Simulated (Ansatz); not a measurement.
# Nudged elastic band run: C₂H₃FN

Input:

```yaml
crystal:
  periodic: [false, false, false]
  atoms:
    - { symbol: "N", position_ang: [-0.445333, 0.870139, -0.234366] }
    - { symbol: C, position_ang: [0.530998, 0.041338, 0.336858] }
    - { symbol: C, position_ang: [0.693222, -1.276217, 0.091108] }
    - { symbol: F, position_ang: [0.072993, -1.972412, -0.860602] }
    - { symbol: H, position_ang: [-1.103228, 0.372482, -0.841345] }
    - { symbol: H, position_ang: [-0.953757, 1.452829, 0.439257] }
    - { symbol: H, position_ang: [1.205105, 0.511841, 1.06909] }
magnetization:
  spin_polarized: true
  initial_magnetization: 1
basis:
  gaussian: { orbitals: def2-SVP }
hamiltonian:
  xc: pbe
  dispersion: d4
neb:
  order_check: false
  images: 7
  f_tol: 0.05
  max_iterations: 60
  spring: 0.1
  final_atoms:
    - { symbol: "N", position_ang: [-0.65141326, 0.7594959, 0.10838251] }
    - { symbol: C, position_ang: [0.53409886, 0.04309543, 0.3309448] }
    - { symbol: C, position_ang: [0.76690023, -1.23572869, -0.03268215] }
    - { symbol: F, position_ang: [-0.13875223, -2.08925139, -0.50689243] }
    - { symbol: H, position_ang: [-0.51197746, 1.6920821, -0.29483988] }
    - { symbol: H, position_ang: [-1.34887858, 0.24020332, -0.43272815] }
    - { symbol: H, position_ang: [1.35002244, 0.59010332, 0.82781529] }
  initial_path:
    images:
      - { positions_ang: [[-0.445333, 0.870139, -0.234366], [0.530998, 0.041338, 0.336858], [0.693222, -1.276217, 0.091108], [0.072993, -1.972412, -0.860602], [-1.103228, 0.372482, -0.841345], [-0.953757, 1.452829, 0.439257], [1.205105, 0.511841, 1.06909]] }
      - { positions_ang: [[-0.48439414, 0.82440447, -0.23959655], [0.50014963, 0.01498541, 0.34150016], [0.71590643, -1.27696155, 0.07153576], [0.17192755, -1.96669848, -0.92055011], [-1.20614317, 0.42076217, -0.59071152], [-0.80932146, 1.50437426, 0.22562481], [1.11187516, 0.47913374, 1.11219745]] }
      - { positions_ang: [[-0.52345528, 0.77866994, -0.2448271], [0.46930126, -0.01136719, 0.34614231], [0.73859087, -1.27770611, 0.05196352], [0.27086209, -1.96098497, -0.98049821], [-1.30905834, 0.46904234, -0.34007805], [-0.66488593, 1.55591951, 0.01199262], [1.01864533, 0.44642647, 1.15530491]] }
      - { positions_ang: [[-0.56251642, 0.73293542, -0.25005764], [0.43845289, -0.03771978, 0.35078447], [0.7612753, -1.27845066, 0.03239128], [0.36979664, -1.95527145, -1.04044632], [-1.41197351, 0.5173225, -0.08944457], [-0.52045039, 1.60746477, -0.20163957], [0.92541549, 0.41371921, 1.19841236]] }
      - { positions_ang: [[-0.60157756, 0.68720089, -0.25528819], [0.40760453, -0.06407238, 0.35542662], [0.78395974, -1.27919522, 0.01281904], [0.46873119, -1.94955793, -1.10039443], [-1.51488869, 0.56560267, 0.16118891], [-0.37601486, 1.65901003, -0.41527176], [0.83218566, 0.38101194, 1.24151982]] }
      - { positions_ang: [[-0.61403649, 0.70527464, -0.16437052], [0.43922811, -0.03728043, 0.34930617], [0.77969486, -1.26832859, 0.00144374], [0.31686033, -1.9844813, -0.95201893], [-1.26416088, 0.84722253, 0.04718171], [-0.61923079, 1.30430835, -0.41963586], [0.96164485, 0.43328479, 1.13809369]] }
      - { positions_ang: [[-0.62649541, 0.7233484, -0.07345284], [0.47085169, -0.01048847, 0.34318571], [0.77542998, -1.25746195, -0.00993156], [0.16498948, -2.01940466, -0.80364343], [-1.01343307, 1.12884238, -0.06682549], [-0.86244672, 0.94960667, -0.42399996], [1.09110405, 0.48555763, 1.03466755]] }
      - { positions_ang: [[-0.63895434, 0.74142215, 0.01746484], [0.50247528, 0.01630348, 0.33706526], [0.77116511, -1.24659532, -0.02130685], [0.01311862, -2.05432803, -0.65526793], [-0.76270526, 1.41046224, -0.18083268], [-1.10566265, 0.594905, -0.42836405], [1.22056324, 0.53783048, 0.93124142]] }
      - { positions_ang: [[-0.65141326, 0.7594959, 0.10838251], [0.53409886, 0.04309543, 0.3309448], [0.76690023, -1.23572869, -0.03268215], [-0.13875223, -2.08925139, -0.50689243], [-0.51197746, 1.6920821, -0.29483988], [-1.34887858, 0.24020332, -0.43272815], [1.35002244, 0.59010332, 0.82781529]] }
```

Run as:

```bash
$ ansatz run input.yaml --threads 1 --pin off --max-ram 2048MiB --backend cpu --events-out ev --progress --plain --runs-dir out
```

Output, in part (warnings, iteration lines, the closing report on the highest movable image, with atoms numbered from 0):

```
NEB end point (image 0): max|allowed force component| = 5.490e-3 eV/Å (the criterion of neb.relax_end_points is 1.000e-2)
NEB end point (image 8): max|allowed force component| = 1.270e-2 eV/Å (the criterion of neb.relax_end_points is 1.000e-2)
NEB iter   1: max|band force component| = 1.764e2 eV/Å  barrier→ = 51.3511 eV  barrier← = 51.3511 eV  Δτ_max = 0.1582 Å  (491 SCF iters)
NEB iter   2: max|band force component| = 7.034e1 eV/Å  barrier→ = 18.8425 eV  barrier← = 18.8425 eV  Δτ_max = 0.0944 Å  (278 SCF iters)
NEB iter   3: max|band force component| = 4.125e1 eV/Å  barrier→ = 10.7429 eV  barrier← = 10.7429 eV  Δτ_max = 0.1877 Å  (258 SCF iters)
NEB iter   4: max|band force component| = 2.052e1 eV/Å  barrier→ = 5.1282 eV  barrier← = 5.1282 eV  Δτ_max = 0.1901 Å  (267 SCF iters)
NEB iter   5: max|band force component| = 1.022e1 eV/Å  barrier→ = 2.4657 eV  barrier← = 2.4657 eV  Δτ_max = 0.1788 Å  (261 SCF iters)
NEB iter   6: max|band force component| = 4.064e0 eV/Å  barrier→ = 0.7960 eV  barrier← = 0.7960 eV  Δτ_max = 0.2000 Å  (249 SCF iters)
NEB iter   7: max|band force component| = 5.048e0 eV/Å  barrier→ = 0.7180 eV  barrier← = 0.7180 eV  Δτ_max = 0.0786 Å  (252 SCF iters)
NEB iter   8: max|band force component| = 1.043e0 eV/Å  barrier→ = 0.2269 eV  barrier← = 0.2269 eV  Δτ_max = 0.0346 Å  (253 SCF iters)
NEB iter   9: max|band force component| = 2.888e-1 eV/Å  barrier→ = 0.2269 eV  barrier← = 0.2269 eV  CI = image 4  Δτ_max = 0.0303 Å  (243 SCF iters)
NEB iter  10: max|band force component| = 1.059e-1 eV/Å  barrier→ = 0.2269 eV  barrier← = 0.2269 eV  CI = image 4  Δτ_max = 0.0367 Å  (247 SCF iters)
NEB iter  11: max|band force component| = 2.485e-1 eV/Å  barrier→ = 0.2269 eV  barrier← = 0.2269 eV  CI = image 4  Δτ_max = 0.0190 Å  (215 SCF iters)
NEB iter  12: max|band force component| = 1.777e-1 eV/Å  barrier→ = 0.2269 eV  barrier← = 0.2269 eV  CI = image 4  Δτ_max = 0.0085 Å  (206 SCF iters)
NEB iter  13: max|band force component| = 5.577e-2 eV/Å  barrier→ = 0.2269 eV  barrier← = 0.2269 eV  CI = image 4  Δτ_max = 0.0034 Å  (204 SCF iters)
NEB iter  14: max|band force component| = 2.687e-2 eV/Å  barrier→ = 0.2269 eV  barrier← = 0.2269 eV  CI = image 4  Δτ_max = 0.0000 Å  (546 SCF iters)
Total energy: -6314.51628690 eV, -232.0541934106 hartree
Atom 0 at    -0.677971     0.617444    -0.303364 Å, force     0.000049    -0.000008     0.000153 eV/Å
Atom 1 at     0.359308    -0.071786     0.400228 Å, force     0.000235    -0.000066    -0.000462 eV/Å
Atom 2 at     0.845379    -1.234710    -0.057489 Å, force     0.000165     0.000107     0.000273 eV/Å
Atom 3 at     0.527703    -1.928840    -1.121503 Å, force    -0.000157    -0.000065    -0.000077 eV/Å
Atom 4 at    -1.496775     0.745937     0.305876 Å, force    -0.000097     0.000058    -0.000028 eV/Å
Atom 5 at    -0.364522     1.561834    -0.564134 Å, force    -0.000032    -0.000003     0.000053 eV/Å
Atom 6 at     0.806878     0.310121     1.340385 Å, force    -0.000162    -0.000022     0.000089 eV/Å
Dipole moment:    -0.095095     0.360572     0.214333 e Å
```

The run converged. Another band between the same ends (7 images) ends at a top of the same energy, where a vibrational analysis finds 1 clearly imaginary mode.

Final band (atoms are numbered from 1 in the order of the input):

```csv
image,path coordinate (Å),energy (eV),dihedral H6–N1–C2–H7 (°)
0,0.00,0.000,-47
1,0.51,0.056,-21
2,1.04,0.139,6
3,1.57,0.206,31
4,2.12,0.227,58
5,2.65,0.207,88
6,3.18,0.143,119
7,3.70,0.059,148
8,4.24,0.000,175
```

Time of the run: 4.3 min on 1 thread of Arm Neoverse V2, with other jobs on the host, peak memory 0.14 GiB.
